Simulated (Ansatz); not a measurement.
One element changed: atomization energies of HNC, HNSi, HNGe

Ansatz 0.2.0, basis cc-pVDZ; geometries are PBE0/def2-TZVP minima. Wave-function levels freeze the cores with the filled d shells of p-block atoms; HF, MP2 and coupled cluster are restricted for singlets and unrestricted otherwise, atoms included (their steps beyond CCSDT(Q) come from restricted open-shell runs), restricted open-shell where a d shell is frozen. NEVPT2 and MRCISD+Q stand on CASSCF in the full valence space, and MRCISD+Q is size-consistent only roughly. The reference is CCSDT(Q) or CCSDTQ (coupled cluster only where its series has nearly closed). An error is the level's value less the reference. None of these values is a measured one. Energies are electronic, without zero-point terms. No spin–orbit coupling and no scalar relativity. The set is small: it underbinds, by tens of kJ/mol for each bond, so near ties and functionals' places can change in larger sets. The species are chosen: bound, without strong static correlation by their natural occupations or amplitudes, in their lowest spin state as far as vertical gaps and like structures tell, and with a ladder that closes on the reference, so errors are smaller than for species at large; levels whose determinant breaks symmetry or spin markedly are left out.

```tsv
species	bonds (Å)	quantity	symmetry of the states	reference	value (kJ/mol)	error CCSD	error CCSD(T)	error CCSDT	error NEVPT2	error MRCISD+Q
HNSi, singlet	N–Si 1.546, N–H 1.000, angle at N 180°	atomization	Σ⁺	CCSDTQ	852.3	-30.3	-3.2	-3.0	-21.6	-15.9
HNGe, singlet	N–Ge 1.644, N–H 1.003, angle at N 180°	atomization	Σ⁺	CCSDTQ	766.2	-34.9	-3.8	-3.5	-16.7	-13.2
```

Q: One member is withheld: HNC, singlet (C–N 1.163, N–H 0.997, angle at N 180°), where CCSD gives 1089.0 kJ/mol for the atomization. Estimate from the other members what CCSDT(Q) gives.

A: The errors of CCSD for the others average -32.6 kJ/mol; taking that off gives 1121.6, which misses by 4.7, against 27.9 without the correction. The computed value at CCSDT(Q) is 1116.9 kJ/mol. Errors against it: CCSD -28.0, CCSD(T) -2.5, CCSDT -2.4, NEVPT2 -1.2, MRCISD+Q -8.9.

The reference falls from C to Ge, by 350.7 kJ/mol in all.
